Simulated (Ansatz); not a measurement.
Geometry optimisation, RKS PBE/def2-SVP in Ansatz 0.2.0.

Input file:

```yaml
crystal:
  periodic: [false, false, false]
  atoms:
    - { symbol: C, position_ang: [-0.7757, -0.7881, 1.3638] }
    - { symbol: C, position_ang: [-0.0674, -0.0952, 0.2275] }
    - { symbol: C, position_ang: [1.3674, -0.4296, 0.1785] }
    - { symbol: C, position_ang: [-0.5977, 0.7433, -0.6437] }
    - { symbol: "N", position_ang: [-0.1029, 1.3582, -1.73] }
    - { symbol: F, position_ang: [-1.995, 0.9739, -0.474] }
    - { symbol: H, position_ang: [-0.3802, -0.4365, 2.3215] }
    - { symbol: H, position_ang: [-0.7161, -1.8161, 1.266] }
    - { symbol: H, position_ang: [-1.8826, -0.4632, 1.396] }
    - { symbol: H, position_ang: [1.9525, 0.1119, -0.5584] }
    - { symbol: H, position_ang: [1.5241, -1.5019, 0.03] }
    - { symbol: H, position_ang: [1.8869, -0.1764, 1.1685] }
    - { symbol: H, position_ang: [0.6148, 0.8721, -2.1362] }
    - { symbol: H, position_ang: [-0.841, 1.6183, -2.3805] }
basis:
  gaussian: { orbitals: def2-SVP }
hamiltonian:
  xc: pbe
relax:
  f_tol: 0.015
  max_steps: 40
output:
  orbitals: {}
```

Launched with:

```bash
$ ansatz run input.yaml --threads 2 --pin off --max-ram 3072MiB --backend cpu --events-out ev --progress --plain --runs-dir out
```

Where does it end, and by what steps?

The run converged. After 16 steps the energy has fallen by 0.597 eV; H13 moved furthest, 0.61 Å.

```json
{"step": "0", "energy less start (eV)": "0.0000", "largest force component (eV/Å)": "3.923", "accepted": "yes"}
{"step": "1", "energy less start (eV)": "-0.4871", "largest force component (eV/Å)": "1.978", "accepted": "yes"}
{"step": "2", "energy less start (eV)": "-0.5656", "largest force component (eV/Å)": "0.630", "accepted": "yes"}
{"step": "3", "energy less start (eV)": "-0.5737", "largest force component (eV/Å)": "0.252", "accepted": "yes"}
{"step": "4", "energy less start (eV)": "-0.5795", "largest force component (eV/Å)": "0.117", "accepted": "yes"}
{"step": "5", "energy less start (eV)": "-0.5815", "largest force component (eV/Å)": "0.087", "accepted": "yes"}
{"step": "6", "energy less start (eV)": "-0.5847", "largest force component (eV/Å)": "0.064", "accepted": "yes"}
{"step": "7", "energy less start (eV)": "-0.5864", "largest force component (eV/Å)": "0.074", "accepted": "yes"}
{"step": "8", "energy less start (eV)": "-0.5813", "largest force component (eV/Å)": "0.666", "accepted": "no"}
{"step": "9", "energy less start (eV)": "-0.5903", "largest force component (eV/Å)": "0.034", "accepted": "yes"}
{"step": "10", "energy less start (eV)": "-0.5930", "largest force component (eV/Å)": "0.167", "accepted": "yes"}
{"step": "11", "energy less start (eV)": "-0.5946", "largest force component (eV/Å)": "0.126", "accepted": "yes"}
{"step": "12", "energy less start (eV)": "-0.5951", "largest force component (eV/Å)": "0.169", "accepted": "yes"}
{"step": "13", "energy less start (eV)": "-0.5908", "largest force component (eV/Å)": "0.223", "accepted": "no"}
{"step": "14", "energy less start (eV)": "-0.5973", "largest force component (eV/Å)": "0.033", "accepted": "yes"}
{"step": "15", "energy less start (eV)": "-0.5973", "largest force component (eV/Å)": "0.022", "accepted": "yes"}
{"step": "16", "energy less start (eV)": "-0.5974", "largest force component (eV/Å)": "0.009", "accepted": "yes"}
```

```xyz
14
Properties=species:S:1:pos:R:3
C -0.828 -0.756 1.396
C -0.085 -0.151 0.235
C 1.382 -0.471 0.115
C -0.708 0.682 -0.638
N -0.167 1.480 -1.638
F -2.046 0.894 -0.547
H -0.370 -0.462 2.368
H -0.794 -1.868 1.362
H -1.889 -0.448 1.415
H 1.811 -0.206 -0.874
H 1.557 -1.561 0.256
H 1.993 0.045 0.890
H 0.831 1.335 -1.796
H -0.698 1.459 -2.515
```

Run time: 38 s on 2 threads of Arm Neoverse V2, on a shared host, peak memory 0.16 GiB.
